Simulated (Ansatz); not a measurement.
**CH5PS: a ladder of functionals and wavefunction methods**

Aim: compute CH5PS with functionals from several rungs and with coupled cluster. The yardstick is the atomisation energy at the CCSD(T) limit.

The runs use Ansatz 0.2.0, Gaussian basis; functionals in def2-TZVPP, the program's frozen cores in correlated methods.

Levels to be run: LDA (SPW92), PBE-D4, revPBE-D4, BLYP-D4, r2SCAN-D4, B97M-V, PBE0-D4, B3LYP-D4, r2SCANh-D4, r2SCAN0-D4, HSE06-D4, BHLYP-D4, CAM-B3LYP-D4, LC-ωPBE, ωB97X-V, ωB97M-V, B2PLYP, PBE-QIDH; CCSD(T)/def2-SVP; CCSD(T)/def2-TZVPP; MP2/def2-QZVPP; extrapolation to the limit; RPA on PBE.

## Step 1: The geometry

All runs share one geometry, relaxed beforehand with PBE0-D4 in a triple-zeta def2 set.

SMILES `CSP`, 8 atoms, charge 0, spin multiplicity 1.

Atoms are counted from 1 here; the program's logs count them from 0.

Bond lengths: C1–S2 1.810 Å, C1–H4 1.089 Å, C1–H5 1.089 Å, C1–H6 1.091 Å, S2–P3 2.105 Å, P3–H7 1.420 Å, P3–H8 1.420 Å. Angles: S2–C1–H4 111.3°, S2–C1–H5 111.3°, S2–C1–H6 106.0°, H4–C1–H5 110.1°, H4–C1–H6 109.0°, H5–C1–H6 109.0°, C1–S2–P3 99.5°, S2–P3–H7 98.3°, S2–P3–H8 98.4°, H7–P3–H8 93.3°.

## Step 2: LDA

This LDA is Slater exchange with PW92 correlation.

File in.yaml:

```yaml
crystal:
  periodic: [false, false, false]
  atoms:
    - {symbol: C, position_ang: [-0.785937, 1.034891, -0.444545]}
    - {symbol: S, position_ang: [0.213109, 0.387420, 0.918322]}
    - {symbol: P, position_ang: [0.850111, -1.423789, 0.054490]}
    - {symbol: H, position_ang: [-1.621314, 0.373624, -0.671204]}
    - {symbol: H, position_ang: [-0.181544, 1.194231, -1.336632]}
    - {symbol: H, position_ang: [-1.175397, 1.995086, -0.103150]}
    - {symbol: H, position_ang: [2.228961, -1.333497, 0.380655]}
    - {symbol: H, position_ang: [0.564012, -2.285065, 1.146363]}
basis:
  gaussian: {orbitals: def2-TZVPP}
hamiltonian: {xc: lda}
output: {orbitals: {seedname: orbitals}}
```

Launch:

```sh
$ ansatz run in.yaml --threads 2 --pin off --events-out ev --progress --plain --max-ram 4352MiB
```

After this run come: PBE-D4 (GGA); revPBE-D4 (GGA); BLYP-D4 (GGA); r2SCAN-D4 (meta-GGA); B97M-V (meta-GGA); PBE0-D4 (hybrid); B3LYP-D4 (hybrid); r2SCANh-D4 (hybrid); r2SCAN0-D4 (hybrid); HSE06-D4 (hybrid); BHLYP-D4 (hybrid); CAM-B3LYP-D4 (range-separated); LC-ωPBE (range-separated); ωB97X-V (range-separated); ωB97M-V (range-separated); B2PLYP (double hybrid); PBE-QIDH (double hybrid); CCSD(T) in def2-SVP; CCSD(T) in def2-TZVPP; MP2 in def2-QZVPP; RPA on PBE orbitals.

**Question.** What will the summary of the whole plan be? Wanted: atomisation energy, CCSD(T)/CBS; farthest beyond LDA; mean size of error, GGA; mean size of error, meta-GGA; mean size of error, hybrid; mean size of error, range-separated; mean size of error, double hybrid; gap, smallest and largest; T1 diagnostic.

As calculated:

| quantity | value |
| --- | --- |
| atomisation energy, CCSD(T)/CBS | 604.6 kcal/mol |
| functionals within 3.0 kcal/mol (0.5 %) | revPBE-D4, BLYP-D4, r2SCAN-D4, PBE0-D4, r2SCANh-D4, HSE06-D4, CAM-B3LYP-D4 |
| farthest beyond LDA | BHLYP-D4 (-12.2 kcal/mol) |
| mean size of error, GGA | 4.1 kcal/mol |
| mean size of error, meta-GGA | 4.9 kcal/mol |
| mean size of error, hybrid | 4.4 kcal/mol |
| mean size of error, range-separated | 6.1 kcal/mol |
| mean size of error, double hybrid | 6.9 kcal/mol |
| gap, smallest and largest | 4.41 eV (LDA (SPW92)), 11.62 eV (LC-ωPBE) |
| T1 diagnostic | 0.0117 |
| triples share of the correlation energy | 4.2 % |

**Reading.** LDA overbinds by 87.3 kcal/mol (14 %). PBE-D4 is off by +10.5 kcal/mol. Double hybrids carry the basis error of their MP2 part in triple zeta, and no dispersion term here, so their miss is partly the set-up's. By mean error the best rung here is GGA (4.1 kcal/mol) and the worst beyond LDA is double hybrid (6.9 kcal/mol). The gap between the best rungs is small, so their order is not settled. The reference freezes the cores and leaves out relativity and excitations past (T), so misses under about 3.0 kcal/mol can't be ranked. Hartree-Fock recovers 71 % of the binding; the rest is correlation. CCSD(T) in def2-SVP is off by -47.9 kcal/mol, worse than the median functional, from the basis alone. Orbital gaps span 4.4 to 11.6 eV; exact exchange widens them.
